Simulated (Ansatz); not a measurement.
Results of r²SCAN0 (plane waves, PAW; Ansatz, a quantum-chemistry and plane-wave program) for fcc Cu.

Numerical settings: plane-wave cutoff 520 eV, 16×16×16 k mesh, Fermi–Dirac smearing 0.05 eV, no spin polarisation, scalar-relativistic PAW data made under PBE.

Results at a series of volumes:

```tsv
V (Å³/atom)	E − E_lowest (meV/atom)
11.018	16.08
11.375	2.60
11.598	0.00
11.888	2.32
12.178	10.25
```

### Question
Estimate the bulk modulus and its pressure derivative from these points.

### Answer
V0 = 11.633 Å³/atom, B0 = 142 GPa, B′ = 5.2 (fit to the energies at full precision).

Measured, for comparison: bulk modulus 144 GPa (0 K value with the zero-point phonon effect removed, our sources range from 140 to 145; as tabulated in Mejia-Rodriguez and Trickey (2018), arXiv:1807.09216); equilibrium volume per atom 11.62 Å³/atom (low-temperature or extrapolated to 0 K; zero-point anharmonic expansion removed; as tabulated in Csonka et al. (2009), arXiv:0903.4037). Computed (rounded) less measured: bulk modulus -1 % (inside the range of the sources held), equilibrium volume per atom +0.1 %.

The computed numbers hold no vibrational or temperature effects.

Computing time: around 15 core-minutes (rough).
